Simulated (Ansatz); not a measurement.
# CH₂O (singlet): the correlation ladder, cc-pVDZ

One table from this session's results is given with a row withheld; the runs are named, their logs left out.

The runs use Ansatz 0.2.0, Gaussian basis; cc-pVDZ, core rule «outside noble gas», up to 2 orbitals frozen.

Plan: UHF; CCSD(T) on RHF; BCCD(T) on RHF; CISD; CCSDT(Q) on RHF; CISDTQ; CCSDTQ on RHF; CASSCF and MRCISD+Q, 12 electrons in 10 orbitals; CASSCF and NEVPT2, 12 electrons in 10 orbitals.

9 further runs of the same task are left out: 9 set aside as unsound or not needed.

**The system**

The geometry is an MP2(full)/6-31G* stationary point (not a proven minimum).

4 atoms, charge 0, spin multiplicity 1.

Atoms are counted from 1 here; the program's logs count them from 0.

Bond lengths: O1–C2 1.220 Å, C2–H3 1.104 Å, C2–H4 1.104 Å. Angles: O1–C2–H3 122.2°, O1–C2–H4 122.2°, H3–C2–H4 115.7°.

The first run:

in.yaml reads:

```yaml
crystal:
  periodic: [false, false, false]
  atoms:
    - {symbol: O, position_ang: [0.000000, 0.000000, 0.609421]}
    - {symbol: C, position_ang: [0.000000, 0.000000, -0.610694]}
    - {symbol: H, position_ang: [0.000000, 0.934390, -1.198244]}
    - {symbol: H, position_ang: [0.000000, -0.934390, -1.198244]}
basis:
  gaussian: {orbitals: cc-pVDZ}
magnetization: {spin_polarized: true, initial_magnetization: 0}
hamiltonian: {xc: hf}
output: {orbitals: {seedname: orbitals}}
```

Run with:

```console
ansatz run in.yaml --threads 1 --pin off --events-out ev --progress --plain --max-ram 3328MiB --backend cpu
```

Among the steps run: UHF; CCSD(T) on RHF; BCCD(T) on RHF; CISD; CCSDT(Q) on RHF; CISDTQ; CCSDTQ on RHF; CASSCF and MRCISD+Q, 12 electrons in 10 orbitals; CASSCF and NEVPT2, 12 electrons in 10 orbitals.

One of the session's tables, all rows but one given; the rest of the session is left out.

| method | from RCCSDTQ (kJ/mol) |
| --- | --- |
| RHF | +907.1 |
| RMP2 | +71.2 |
| CISD | +95.3 |
| RCCSD | +30.4 |
| RCCSD(T) | +3.7 |
| BCCD(T) | +3.7 |
| RCCSDT | +2.5 |
| CISDTQ | +5.8 |
| RCCSDT(Q) | -0.4 |
| RCCSDTQ | 0 |
| CASSCF valence | +553.3 |
| NEVPT2 valence | +96.9 |
| MRCISD valence | ? |
| MRCISD+Q valence | +2.1 |

**Question.** Estimate the row for MRCISD valence.

The run gave: from RCCSDTQ (kJ/mol): +30.6. In the column «from RCCSDTQ (kJ/mol)» it lies between RCCSD (+30.4) and RMP2 (+71.2).
